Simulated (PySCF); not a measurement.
**Mayer bond orders and bond lengths**

N-methylformamide, C2H5NO.
SMILES with atom numbers: `[CH3:1][NH:2][CH:3]=[O:4]` (hydrogens: H5, H6, H7 on C1; H8 on N2; H9 on C3)

Geometry (GFN2-xTB, Å), atoms numbered from 1 in this order:
```
atom  x, y, z in Å
C1    -1.100   -0.141   -0.003
N2     0.179    0.526   -0.059
C3     1.342   -0.143    0.033
O4     1.456   -1.335    0.167
H5    -1.689    0.221    0.841
H6    -0.905   -1.205    0.120
H7    -1.661    0.019   -0.926
H8     0.180    1.526   -0.169
H9     2.212    0.538   -0.030
```

Bond orders from the PBE0/pcSseg-1 density (PySCF). Geometry: GFN2-xTB, one conformer, isolated molecule.

Task: How far do the computed orders between heavy atoms stray from the drawn ones?

Result: The largest departure is 0.195, at N2–C3 (drawn single, 1.195). Drawn single, order above 1.12: N2–C3 (1.195).

Task: Give the Mayer order of every bond between heavy atoms, beside its length.

Result: 
```
 bond  drawn as  length (Å)  Mayer order
C1–N2    single       1.444        0.920
N2–C3    single       1.345        1.195
C3–O4    double       1.205        1.904
```

By pair of heavy elements: C–N: lowest C1–N2 (0.920, 1.444 Å), highest N2–C3 (1.195, 1.345 Å).

Task: And the bonds to hydrogen?

Result: C–H: 0.93 to 0.97 (4 bonds); H–N: 0.93 (1 bond).

Task: Sum the orders of all bonds at each heavy atom with more than one neighbour and set the sums beside the valence in the SMILES.

Result: C1 3.813 (drawn 4), N2 3.046 (drawn 3), C3 4.032 (drawn 4). Orders between atoms that aren't bonded are not in these sums.

Mayer orders depend on the basis set.

These values come from a run that also computed NMR shieldings. The run took 6.0 s on one thread, x86-64 server, no GPU, shared host.
